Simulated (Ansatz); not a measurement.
# AlH5OSi: rigid scan of one bond length, by script

How does the energy of AlH5OSi change as one bond is stretched? A script is to give a rigid scan of one bond length; the system is AlH5OSi. SMILES: [OH][AlH][SiH3].

All numbers are computed with the Python package of Ansatz 0.2.0. Level of theory: Hartree-Fock/def2-SVP.

## 1. The structure

Bond lengths: O1–Al2 1.786 Å, Al2–Si3 2.336 Å, O1–H4 0.983 Å, Al2–H5 1.600 Å, Si3–H6 1.499 Å, Si3–H7 1.504 Å, Si3–H8 1.416 Å. Angles: O1–Al2–Si3 118.0°, O1–Al2–H5 121.5°, Si3–Al2–H5 120.5°, Al2–O1–H4 103.3°, Al2–Si3–H6 109.2°, Al2–Si3–H7 110.3°, Al2–Si3–H8 111.9°, H6–Si3–H7 106.6°, H6–Si3–H8 109.4°, H7–Si3–H8 109.3°.

The script holds or builds the structure itself.

## 2. The code

alh5osi_scan.py reads:

```python
# -*- coding: utf-8 -*-
"""Stretching a bond of AlH5OSi, the rest held rigid."""

import warnings

import ansatz as az
import matplotlib.pyplot as plt
import numpy as np

GEOMETRY = """
O    -2.07320    0.70980   -0.69920
Al   -0.33420    0.93290   -0.36000
Si    0.81310   -0.81710    0.67930
H    -2.08200    0.36020   -1.61740
H     0.43540    2.26930   -0.78800
H     1.41580   -0.31970    1.95830
H     1.95520   -1.27790   -0.18460
H    -0.03790   -1.91470    0.95580
"""

warnings.simplefilter("ignore", az.DeckWarning)

mol = az.Crystal.molecule()
for line in GEOMETRY.strip().splitlines():
    symbol, *xyz = line.split()
    mol = mol.atom(symbol, [float(v) for v in xyz])

symbols = [site.symbol for site in mol.cartesian_sites]
start = np.array([site.position_ang for site in mol.cartesian_sites])
axis = (start[3] - start[0]) / np.linalg.norm(start[3] - start[0])
moving = [3]
lengths, energies = [0.865, 0.904, 0.943, 0.983, 1.022, 1.061, 1.1, 1.159], []
for length in lengths:
    xyz = start.copy()
    xyz[moving] += (length - np.linalg.norm(start[3] - start[0])) * axis
    point = az.Crystal.molecule()
    for symbol, xyz in zip(symbols, xyz):
        point = point.atom(symbol, xyz.tolist())
    calc = point.calculation()
    calc = calc.basis(gaussian="def2-SVP")
    calc = calc.functional("HF")
    data = calc.run(threads=1).report
    energies.append(data["free_energy_ev"])
    print(f"r = {length:6.3f} A  E = {energies[-1]:.5f} eV  <S^2> = {abs(data['mean_field']['state']['spin_squared']):.3f}")

# quartic fit about the minimum
fit = np.polynomial.Polynomial.fit(lengths, np.array(energies) - min(energies), 4).convert()
roots = [r.real for r in fit.deriv().roots() if abs(r.imag) < 1e-9 and fit.deriv(2)(r.real) > 0]
r_e = min(roots, key=lambda r: abs(r - lengths[int(np.argmin(energies))]))
print(f"minimum of the fit at {r_e:.4f} A, force constant {fit.deriv(2)(r_e):.2f} eV/A^2")
plt.figure(figsize=(4.5, 3))
plt.plot(lengths, np.array(energies) - min(energies), "o-")
plt.xlabel("bond length (A)")
plt.ylabel("E - E(min) (eV)")
plt.tight_layout()
plt.savefig("scan.png", dpi=100)
```

## 3. The input behind the calls

The engine receives this input (first run):

```yaml
crystal:
  periodic: [false, false, false]
  atoms:
    - { symbol: O, position_ang: [-2.0732, 0.7098, -0.6992] }
    - { symbol: Al, position_ang: [-0.3342, 0.9329, -0.36] }
    - { symbol: Si, position_ang: [0.8131, -0.8171, 0.6793] }
    - { symbol: H, position_ang: [-2.080947251283311, 0.4020228353811759, -1.5075552418564195] }
    - { symbol: H, position_ang: [0.4354, 2.2693, -0.788] }
    - { symbol: H, position_ang: [1.4158, -0.3197, 1.9583] }
    - { symbol: H, position_ang: [1.9552, -1.2779, -0.1846] }
    - { symbol: H, position_ang: [-0.0379, -1.9147, 0.9558] }
basis:
  gaussian:
    orbitals: def2-SVP
hamiltonian:
  xc: hf
```

## 4. The run

On the command line:

```bash
$ python alh5osi_scan.py
```

**Question.** What results will this script give? Wanted: range of energy; lowest point, distance.

As calculated:

| quantity | value |
| --- | --- |
| bond length at the fit's minimum | 0.9502 Å |
| runs compared | 8 |
| range of energy | 0.823 eV |
| lowest point, distance (Å) | 0.94 |

The lowest point, at 0.94, lies inside the range. The ends stand 0.259 and 0.823 eV above it. The distance scanned is the script's pair 0, 3. Notes:
- Total energies depend on the basis set; only differences at equal settings carry meaning.
- The rest of the molecule is held rigid at a force-field or estimated start geometry, and the basis set is modest; single-reference methods fail as a bond breaks.
- Hartree-Fock leaves correlation out, so bond, atomisation and ionisation energies come out well too low.
